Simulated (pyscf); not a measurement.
## Four-centre exchange: H₂Ga–Se–SeH + hydrogen (H₂) → HSe–SeH + gallane (GaH₃)

Gas phase, singlet surface, charge 0. Bonds broken: Se1–Ga2, H3–H7. Bonds formed: Se1–H3, Ga2–H7. Optimised with ωB97X-D3(BJ)/def2-SVP in PySCF.

Transition state (Å):

```xyz
8

Se    -0.6826     1.6828     1.1072
Ga    -0.1129     0.0241    -0.7868
H     -1.4495     0.2644     0.5001
H     -0.5725     0.7440    -2.0867
H      1.2091    -0.6863    -0.3963
Se     0.3006     0.3972     2.7851
H     -1.4785    -0.7252    -0.0964
H      1.6431     0.3973     2.1913
```

One imaginary mode, 1168i cm⁻¹; descent along it reached the two sides named, in the forms told below.

| bond | change | reactant side (Å) | saddle | product side |
|---|---|---|---|---|
| Se1–Ga2 | breaks | 2.324 | 2.581 | 2.6 |
| H3–H7 | breaks | 0.763 | 1.156 | 3.3 |
| Se1–H3 | forms | 3.3 | 1.723 | 1.470 |
| Ga2–H7 | forms | 2.6 | 1.704 | 1.582 |

Electronic energies relative to the separated reactants (kcal/mol):

```json
[
 {"level": "ωB97X-D3(BJ)/def2-TZVP", "barrier": "31.9", "reaction energy": "+30.6", "reverse barrier": "1.3"},
 {"level": "PBE/def2-TZVP", "barrier": "24.0", "reaction energy": "+25.1", "reverse barrier": "-1.1"},
 {"level": "r²SCAN/def2-TZVP", "barrier": "25.1", "reaction energy": "+26.6", "reverse barrier": "-1.4"},
 {"level": "B3LYP-D3(BJ)/def2-TZVP", "barrier": "26.9", "reaction energy": "+23.6", "reverse barrier": "3.3"},
 {"level": "PBE0-D3(BJ)/def2-TZVP", "barrier": "25.3", "reaction energy": "+25.7", "reverse barrier": "-0.4"},
 {"level": "M06-2X/def2-TZVP", "barrier": "31.2", "reaction energy": "+28.8", "reverse barrier": "2.4"},
 {"level": "ωB97M-D3(BJ)/def2-TZVP", "barrier": "28.7", "reaction energy": "+22.0", "reverse barrier": "6.8"},
 {"level": "HF/def2-TZVP", "barrier": "39.5", "reaction energy": "+15.3", "reverse barrier": "24.2"}
]
```

With ωB97M-D3(BJ)/def2-TZVP energies and thermal terms (ideal gas, 1 atm, RRHO with modes under 100 cm⁻¹ raised to 100, one conformer, R ln 2 for chiral ones without a mode under 150 cm⁻¹), in kcal/mol:

```tsv
T (K)	ΔH‡	ΔG‡	ΔH	ΔG
298	28.6	36.6	+21.9	+19.4
600	27.8	45.1	+20.8	+17.4
900	27.7	53.8	+20.0	+15.8
1200	27.9	62.5	+19.6	+14.5
```

On the product side the descent ends in an adduct with a Ga–Se contact, 16.7 kcal/mol under the separated species and 18.0 kcal/mol under the saddle at ωB97X-D3(BJ)/def2-TZVP. At PBE, r²SCAN, PBE0-D3(BJ) the saddle lies under the separated products, which points to a path from their complex (located at ωB97X-D3(BJ) alone), and parting the products costs more than the saddle. What is counted as broken (Ga–Se) persists as a longer contact in the product adduct; parting that adduct is a step of its own. H₂Ga–Se–SeH is closed by a dative Ga–Se contact. H₂Ga–Se–SeH lies 24.7 kcal/mol over its isomer HSe–GaH–SeH (electronic energy, ωB97M-D3(BJ)/def2-TZVP). One saddle was located; it need not be the lowest between these sides. Elements up to Kr have no core potential and no relativistic terms here.
